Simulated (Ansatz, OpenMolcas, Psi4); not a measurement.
## How basis sets differ on [SF3]+ (SMILES F[S+](F)F)

[SF3]+: 4 atoms, total charge +1, spin state singlet. As SMILES, `F[S+](F)F`. The shape is that of a PBE0-D4/def2-TZVP optimisation.

Quantity: the HOMO–LUMO gap, in eV. The values are calculated.

```
                                        level          kind     program  value (eV)
                         HF/ANO-RCC-MB (DKH2)  Hartree–Fock  OpenMolcas       19.22
                                    HF/STO-3G  Hartree–Fock        Psi4       20.61
                                     HF/3-21G  Hartree–Fock        Psi4       19.07
                                     HF/6-31G  Hartree–Fock  OpenMolcas       18.76
HF/6-31G* (RICD fitting, Cartesian functions)  Hartree–Fock  OpenMolcas       18.91
                                 HF/6-311+G**  Hartree–Fock      Ansatz       18.53
```

The values span 18.53 to 20.61 eV. A Hartree–Fock LUMO above zero doesn't converge with the basis: it sinks as sets grow more diffuse. Orbital gaps aren't excitation energies.
